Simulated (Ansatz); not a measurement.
Ansatz input

```yaml
crystal:
  lattice:
    - [-2.5124917513, 2.5124917513, 2.5124917513]
    - [2.5124917513, -2.5124917513, 2.5124917513]
    - [2.5124917513, 2.5124917513, -2.5124917513]
  atoms:
    - { symbol: Ba, position: [0.0, 0.0, 0.0] }
hamiltonian:
  xc: pbe
  pseudopotentials:
    kind: paw
    azcp:
      Ba: "pseudopotentials/Ba.paw.azcp"
basis:
  ecutwfc: 420
  fft_grid_basis: typed
kpoints:
  mp_grid: { grid: [15, 15, 15], shift: [0, 0, 0] }
magnetization:
  spin_polarized: false
scf:
  occupations: { method: fermi_dirac, width: 0.1 }
```

Output

```
Engine: ansatz 0.2.0, x86_64-unknown-linux-gnu
Pseudopotentials: kind: paw
Pseudopotential: Ba, paw, valence charge 10, recommended cutoff 420 eV (normal) 
Functional definition: PBE
  parameter kappa = 0.804
  parameter beta = 0.06672455060314922
  exchange = pbe_x(kappa = kappa, mu = beta*pi^2/3)
  correlation = pbe_c(beta = beta)
Crystal: 1 atoms, lattice volume = 63.442 Å³
Basis set: ecut = 420 eV, 1253 PW (Γ)
Bands: 9, of which v1, the nominal top of the filled ones, is band 5 counted from 1 (4 counted from 0)
Symmetry: 48 space group operations
Space group: Im-3m (ITA 229), of the structure as read, at distance tolerance 4.0e-5 Å
k-points: 120 of 3375
Non-local potential: Ba, projectors of the file, l = 0: 3, l = 1: 2, l = 2: 2, l = 3: 2
PAW form: soft (Blöchl's): semilocal exchange-correlation on the pseudo side does not see the compensation charge
PAW one-centre angular grid: Ba, 194 points (default); XC on 64 Gauss nodes
Initial density: superposition of atomic densities (neutral atoms: chi_scale 0, normalization atom), corrected by the library's trained network
Initial wavefunctions: pseudopotential atomic-orbital guess
Functional: x = pbe(κ = 0.804, μ = 0.2195149727645171), c = pbe(β = 0.06672455060314922)
SCF iter   1: F=—  HF=-5949.561489 eV  |F-HF|=—  |Δ(HF+E_count)|=         —  Δρ=9.47e-4  dr2=8.46e-4  ethr=1.77e-3  ⟨swp⟩=7.7  Hψ=10725  notcnv=0
SCF iter   2: F=—  HF=-5949.561509 eV  |F-HF|=—  |Δ(HF+E_count)|=   1.95e-5  Δρ=6.64e-4  dr2=4.32e-4  ethr=8.46e-6  ⟨swp⟩=2.3  Hψ=2449  notcnv=0
SCF iter   3: F=—  HF=-5949.561523 eV  |F-HF|=—  |Δ(HF+E_count)|=   1.45e-5  Δρ=1.08e-4  dr2=8.94e-6  ethr=4.32e-6  ⟨swp⟩=2.9  Hψ=1682  notcnv=0
SCF iter   4: F=—  HF=-5949.561525 eV  |F-HF|=—  |Δ(HF+E_count)|=   1.91e-6  Δρ=5.00e-5  dr2=8.26e-7  ethr=8.94e-8  ⟨swp⟩=2.3  Hψ=1744  notcnv=0
iter 5 did not close the SCF: its close was put off for the readings that it lacked (scf_convergence_deferred on its scf_iter line)
SCF iter   5: F=-5949.561526 eV  HF=-5949.561526 eV  |F-HF|=1.53e-8  |Δ(HF+E_count)|=   9.32e-7  Δρ=6.61e-6  dr2=2.82e-8  ethr=8.26e-9  ⟨swp⟩=2.0  Hψ=1582  notcnv=0
SCF iter   6: F=-5949.561526 eV  HF=-5949.561526 eV  |F-HF|=1.37e-9  |Δ(HF+E_count)|=   1.79e-8  Δρ=1.28e-6  dr2=1.17e-9  ethr=2.82e-10  ⟨swp⟩=1.1  Hψ=3363  notcnv=0
SCF 1 converged in 6 iterations: F = -5949.561526 eV  dr2 = 1.17e-9
SCF converged after 6 iterations
Free energy (F): -5949.561526 eV
Harris-Foulkes:  -5949.561526 eV  (|F-HF|=1.37e-9)
Internal energy: -5949.516696 eV  (E = F + TS)
E sigma→0 (E₀):  -5949.539111 eV
Entropy (-TS):   -0.044830 eV (-44.830 meV/atom)
Fermi energy:    5.794561 eV
--- Per-component energies (eV) ---
  E_band       = -85.480248
  E_kinetic    = 166.365845
  E_local      = -378.837550  (includes V_loc(G=0)·N_el)
  E_nonlocal   = 57.085290
  E_hartree    = 119.600831
  E_xc         = -166.477622
  E_vxc        = -133.532089  (∫ρ·V_xc dr)
  E_paw        = -5225.822210  (= ΣΔE_a)
  E_vpaw       = -35.763529  (= ΣTr[D̂ρ^β])
  E_aug_tail   = -0.000002  (compensation charges beyond the density's cutoff)
  E_ewald      = -521.431279
  E_smearing   = -0.044830  (= −TS)
  E_closure    = 0.000000  (closes the sum)
  Σ components = -5949.561526   (vs F -5949.561526, Δ=0.00e0)
```
